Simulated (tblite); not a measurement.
Species: C3H2NO (doublet state).
Cartesian coordinates in Å at the GFN2-xTB level; atoms count from 1:
```xyz
7
C3H2NO angstrom
C      1.9258   -0.3823   -0.0105
C      0.7663   -0.0784    0.0232
C     -0.6007    0.3368    0.0834
N     -1.5333   -0.4814   -0.3003
O     -0.9960    1.4499    0.4813
H      2.9348   -0.6715   -0.0512
H     -2.4936   -0.1682   -0.2529
```

Computed values, GFN2-xTB/tblite, gas phase, harmonic and unscaled. Errors from tens to a few hundred cm⁻¹ against measured bands are possible. One conformer, not necessarily the lowest. Open shells enter through the occupations alone, without spin polarisation, and single modes of such species can be off by tens of per cent.

Task: How many normal modes are there?

Result: 7 atoms, non-linear: 3N − 6 = 15.

Task: What is the point group of the computed structure, and how do the modes divide by symmetry?

Result: Cs. The vibrations span 11 a′ + 4 a″.

Task: How many distinct wavenumbers does the calculation give?

Result: 15: Cs has no degenerate species.

Task: How many fundamentals are allowed in the infrared by symmetry?

Result: 15 of 15: in Cs every mode is allowed. All fundamentals are allowed in the Raman spectrum.

Task: What zero-point energy do the modes add up to?

Result: Half the sum of the wavenumbers, 8892 cm⁻¹, or 1.102 eV from 15 modes, 0.562 eV of it from above 1550 cm⁻¹.

Task: What thermal excitation has the softest real mode at 298.15 K?

Result: θ = hcν̃/k = 226 K for 156.9 cm⁻¹, so N1/N0 = 0.47 and ⟨v⟩ = 1/(exp(θ/T) − 1) = 0.88.

On one thread, Arm Neoverse V2 (aarch64), no GPU, shared host, this took under 0.1 s wall. This covers the Hessian and the dipole derivatives.
